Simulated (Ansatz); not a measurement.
# Forces away from equilibrium

C2H3O (SMILES [CH2]C=O), doublet, displaced at random from its PBE0-D4/def2-TZVP minimum.

```
6
angstrom
C -0.5016 0.1641 -0.4760
C 0.5209 -0.2044 0.4523
O 0.2967 -1.1308 1.2606
H -1.4973 -0.2064 -0.5420
H -0.2181 0.8897 -1.2600
H 1.4350 0.1823 0.3282
```

Ansatz 0.2.0; basis: def2-TZVPP; cores frozen in the correlated methods; orbitals are unrestricted.

CCSD(T) forces from the calculation:
| atom | Fx | Fy | Fz (eV/Å) |
| --- | --- | --- | --- |
| C1 | 1.180 | 1.647 | -1.128 |
| C2 | -4.784 | -3.136 | 0.369 |
| O3 | 0.519 | 0.598 | 0.084 |
| H4 | -0.431 | -0.535 | 0.474 |
| H5 | -0.216 | -0.361 | 0.425 |
| H6 | 3.732 | 1.787 | -0.225 |

**Question.** Which atom feels the largest CCSD(T) force, and how large is it?

**Answer.** C2, 5.73 eV/Å, along (-0.83, -0.55, 0.06).

Root-mean-square difference of the force components from those of CCSD(T): PBE-D4 0.250; r2SCAN-D4 0.122; PBE0-D4 0.219; wB97M-V 0.162 eV/Å.

The T1 diagnostic stays at or below 0.036. ⟨S²⟩ of the unrestricted Hartree–Fock references: 0.95 (a pure state has 0.75). The unrestricted reference is spin-contaminated, which hurts MP2 most. These are differences at one structure, and CCSD(T) in triple zeta is itself an approximation.

For scale, one of the runs: CCSD(T)/def2-TZVPP forces, 135 basis functions (an equivalent command: `ansatz run in.yaml --threads 2`). Time: 120 s of wall clock on 2 CPU threads; the host was shared. Peak host memory: 3 GiB.
